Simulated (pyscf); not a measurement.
## Four-centre exchange: F–N(F)–F + F–SiH₂–F → HF + F–N(F)–SiH(F)–F

Gas phase, singlet surface, charge 0. Bonds broken: F1–N2, Si6–H8. Bonds formed: F1–H8, N2–Si6. PySCF, gas phase, ωB97X-D3(BJ)/def2-SVP geometries.

Transition state (Å):

```xyz
9

F     -0.9127    -0.8222     1.3260
N     -2.0185    -0.4710    -0.2910
F     -2.2300    -1.7262    -0.5690
F     -3.0611    -0.0847     0.3972
F      0.4010    -0.3745    -1.9350
Si     0.3822     0.6902    -0.7042
F      1.8740     1.3223    -0.6258
H     -0.1216    -0.1716     0.7298
H     -0.5582     1.7867    -1.0965
```

One imaginary mode, 2091i cm⁻¹; descent along it reached the two sides named.

```csv
bond,change,reactant side (Å),saddle,product side
F1–N2,breaks,1.355,1.990,3.2
Si6–H8,breaks,1.477,1.747,3.3
F1–H8,forms,3.1,1.185,0.926
N2–Si6,forms,3.0,2.7,1.814
```

Electronic energies relative to the separated reactants (eV):

```tsv
level	barrier	reaction energy
ωB97X-D3(BJ)/def2-TZVP	3.45	-2.00
PBE/def2-TZVP	2.23	-1.78
r²SCAN/def2-TZVP	2.59	-1.90
B3LYP-D3(BJ)/def2-TZVP	2.83	-2.02
PBE0-D3(BJ)/def2-TZVP	2.99	-1.96
M06-2X/def2-TZVP	3.55	-2.17
ωB97M-D3(BJ)/def2-TZVP	3.34	-2.05
HF/def2-TZVP	5.26	-2.14
```

With ωB97M-D3(BJ)/def2-TZVP energies and thermal terms (ideal gas, 1 atm, RRHO with modes under 100 cm⁻¹ raised to 100, one conformer, R ln 2 for rigid chiral ones), in eV:

```json
[
 {"T (K)": "298", "ΔH‡": "3.23", "ΔG‡": "3.64", "ΔH": "-2.01", "ΔG": "-2.00"},
 {"T (K)": "600", "ΔH‡": "3.28", "ΔG‡": "4.03", "ΔH": "-1.96", "ΔG": "-2.00"},
 {"T (K)": "900", "ΔH‡": "3.33", "ΔG‡": "4.39", "ΔH": "-1.94", "ΔG": "-2.03"},
 {"T (K)": "1200", "ΔH‡": "3.37", "ΔG‡": "4.74", "ΔH": "-1.93", "ΔG": "-2.06"}
]
```

The same reactants have a lower exit, to F• + F–N•–F + F–SiH₂–F (no saddle counted: cutting one bond costs +2.56 eV at ωB97M-D3(BJ), against +3.34 eV here). F–N(F)–SiH(F)–F lies 4.15 eV over its isomer F–NH–Si(F)(F)–F, and others may lie lower still (electronic energy, ωB97M-D3(BJ)). This is the saddle that the search found; another between the same sides may lie lower. A restricted solution here is unstable towards spin polarisation, so biradical character is likely and single-reference numbers are less safe.
